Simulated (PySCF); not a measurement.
For rock-salt MgS, Hartree–Fock (PySCF, GTH pseudopotentials, Gaussian basis) gives:

* **lattice constant a**: 5.277 Å
* **bulk modulus B0**: 77.5 GPa
* **cohesive energy**: 2.83 eV/atom

**Question.** What does MP2 (GTH pseudopotentials, Gaussian basis; PySCF) give for the same quantities?

**Answer.** 
- lattice constant a: 5.169 Å (drops by 2.0 %)
- bulk modulus: 85.5 GPa (goes up by 10 %)
- cohesive energy: 4.35 eV/atom (grows by 1.52 eV/atom)

For comparison: lattice constant a 5.188 Å (measured, corrected for zero-point motion; as tabulated in Goldzak et al. (2022), arXiv:2208.04865); bulk modulus 81 GPa (measured, corrected for zero-point motion; as tabulated in Goldzak et al. (2022), arXiv:2208.04865); cohesive energy 4.04 eV/atom (measured, corrected for zero-point motion; as tabulated in Goldzak et al. (2022), arXiv:2208.04865).

Changes are worked out from the printed values.

Unless a cell is named, each level is at its own relaxed cell (Hartree–Fock 18.37, MP2 17.26 Å³/atom).
